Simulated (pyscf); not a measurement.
Optimised with ωB97X-D3(BJ)/def2-SVP in PySCF.

For the elementary gas-phase step H₂C=CH–CH₃ + H• → •H₂C–CH=CH₂ + H₂ (doublet surface; C–H broken, H–H formed), what barrier and reaction energy does ωB97M-D3(BJ)/def2-TZVP give, measured from the separated reactants?

ΔE‡ = 36.0 kJ/mol, ΔE = -58.6 kJ/mol. Zero-point energy shifts the barrier by -6.5 kJ/mol. It is a hydrogen abstraction, with an imaginary mode of 1563i cm⁻¹. This is the saddle that the search found; another between the same sides may lie lower. The angle at the transferred H is 177°.
